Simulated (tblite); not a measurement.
Q: Give a GFN2-xTB geometry of InChI=1S/C5H10Cl/c1-5(2)3-4-6/h3,5H,4H2,1-2H3. (Doublet state.)

A: 
Z-matrix in Å and degrees, rows numbered from 1:
```
C 
C   1  1.5396
C   2  1.5334  1  109.55
C   2  1.4827  1  109.87  3  -121.74
C   4  1.4261  2  123.02  1  -103.31
Cl  5  1.9260  4  109.59  2    85.62
H   1  1.0874  2  109.95  3   -60.66
H   1  1.0872  2  110.31  3    59.27
H   1  1.0865  2  110.18  3   179.21
H   2  1.0949  1  108.35  3   118.87
H   3  1.0872  2  110.15  1    59.55
H   3  1.0872  2  110.36  1   -60.32
H   3  1.0873  2  110.51  1   179.61
H   4  1.0790  2  117.22  1    65.09
H   5  1.0860  4  114.88  2   -27.67
H   5  1.0853  4  115.29  2  -161.18
```

C4 (carbon bonded to 2 C and H) is almost planar (angles 123.0°, 118.8° and 117.2°, sum 359.0°, 0.08 Å off the plane of its three neighbours). Of the pairs four or more bonds apart, H10···H15 is among the closest relative to their van der Waals radii: 2.39 Å, 100 % of the sum of Bondi's values. The C–C distances run from 1.426 Å (C4–C5, drawn single) to 1.540 Å (C1–C2, drawn single), a spread of 0.114 Å.

Computed geometry: GFN2-xTB, gas phase. This method treats the open shell by occupation alone, without spin polarisation.

Point group: C1 (no symmetry element, even within 0.4 Å). Its GFN2-xTB frequencies are all real (lowest 32 cm⁻¹). Torsions: C1–C2–C4–C5 -103°, C2–C4–C5–Cl6 86°.

One conformer stands for the species.
